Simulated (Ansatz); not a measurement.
Basis-set extrapolation for `NCN` (PBE0-D4/def2-TZVP geometry, frozen core, the Gaussian-basis code of Ansatz). Multiplicity 1, RHF reference.

```
                      def2-TZVPP   def2-QZVPP
                 HF  -150.311387  -150.319164
    MP2 correlation    -0.612103    -0.654401
CCSD(T) correlation    -0.663087      not run
```

Energies in hartree. Use E(X) = E(∞) + A·exp(−7.88·√X) for Hartree–Fock and E(X) = E(∞) + B·X^(−2.97) for correlation, with X = 3 and 4, and add CCSD(T) minus MP2 of the smaller set to the MP2 limit.

Problem. What is the CCSD(T) energy at the basis-set limit?

Solution. HF limit: -150.319164 + (-0.007777) × 0.13774 = -150.32024. MP2 limit: -0.654401 + (-0.042298) × 0.74074 = -0.68573. Higher-order term: -0.663087 − (-0.612103) = -0.05098. Total: -151.05695 hartree, 2.24 eV below CCSD(T)/def2-TZVPP.
